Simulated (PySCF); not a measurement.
Si(H)3(Me) (CH6Si), SMILES C[SiH3]. Atoms are numbered in the order given.

```xyz
8

Si     0.0000     0.0000    -0.6316
C      0.0000     0.0000     1.2390
H      1.2055     0.6960    -1.1575
H     -1.2055     0.6960    -1.1575
H      0.0000    -1.3920    -1.1575
H      0.8842    -0.5105     1.6267
H     -0.8842    -0.5105     1.6267
H      0.0000     1.0210     1.6267
```
Charge 0, spin multiplicity 1.

The structure is a stationary point at PBE0-D3(BJ)/def2-TZVP. The isomer is the one that the SMILES or the coordinates give; other isomers of the formula were not compared.

Calculation: B3LYP/pcJ-1 (PySCF).

Isotropic couplings with Fermi-contact, spin-dipole and both spin-orbit terms, one fixed conformer, no vibrational averaging. Isotopes: 13C, 1H, 29Si.

| pair | bonds apart | J (Hz) |
|---|---|---|
| Si1–C2 | 1 | ___ |
| Si1–H3 | 1 | -205.6 |
| Si1–H4 | 1 | -205.6 |
| Si1–H5 | 1 | -205.6 |
| C2–H6 | 1 | 131.0 |
| C2–H7 | 1 | 131.0 |
| C2–H8 | 1 | 131.0 |
| Si1–H6 | 2 | ___ |
| Si1–H7 | 2 | ___ |
| Si1–H8 | 2 | ___ |
| C2–H3 | 2 | ___ |
| C2–H4 | 2 | ___ |
| C2–H5 | 2 | ___ |
| H3–H4 | 2 | 4.7 |
| H3–H5 | 2 | 4.7 |
| H4–H5 | 2 | 4.7 |
| H6–H7 | 2 | -14.8 |
| H6–H8 | 2 | -14.8 |
| H7–H8 | 2 | -14.8 |
| H3–H6 | 3 | 1.0 |
| H3–H7 | 3 | 13.1 |
| H3–H8 | 3 | 1.0 |
| H4–H6 | 3 | 13.1 |
| H4–H7 | 3 | 1.0 |
| H4–H8 | 3 | 1.0 |
| H5–H6 | 3 | 1.0 |
| H5–H7 | 3 | 1.0 |
| H5–H8 | 3 | 13.1 |

What belongs in the gaps? (An estimate is asked for; the answer gives what the named calculation found.)


- Si1–C2, J (Hz): -50.6
- Si1–H6, J (Hz): 6.6
- Si1–H7, J (Hz): 6.6
- Si1–H8, J (Hz): 6.6
- C2–H3, J (Hz): 5.5
- C2–H4, J (Hz): 5.5
- C2–H5, J (Hz): 5.5
